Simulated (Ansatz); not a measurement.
Li₃H₃⁺. Charge 1, multiplicity 2. Geometry PBE0-D4/def2-TZVP, basis def2-TZVP, Ansatz.

```xyz
6

Li   -0.252    0.295   -0.203
Li   -1.427   -2.754   -0.502
Li   -0.425    3.589   -0.796
H     1.515    0.444    0.896
H    -0.802   -1.276   -0.322
H     1.392   -0.298    0.927
```

```
run  HOMO (eV)  LUMO (eV)
  A      -9.76      -3.54
  B      -6.90      -5.48
  C      -7.09      -5.35
  D      -7.77      -4.76
  E      -7.38      -4.16
  F      -7.13      -4.26
```

LC-ωPBE has ω = 0.4 bohr⁻¹. In the doublet, H4 and H6 lie 0.75 Å apart (atoms count from 1), so H2 has formed as a molecule. The structure comes from a short search, and lower isomers may exist.

HOMO and LUMO are taken over both spins.

**Question.** The runs used BLYP, LC-ωPBE, PBE, PBE0, r2SCAN, r2SCANh. Estimate which is which.

**Answer.** A LC-ωPBE (range-separated); B BLYP (0 % exact exchange); C PBE (0 % exact exchange); D PBE0 (25 % exact exchange); E r2SCANh (10 % exact exchange); F r2SCAN (0 % exact exchange). Exact exchange lowers occupied and raises empty levels; among semilocal functionals meta-GGAs tend to open the gap a little, and such runs are hard to tell apart. The gap grows from 1.42 eV (BLYP) to 6.22 eV (LC-ωPBE).
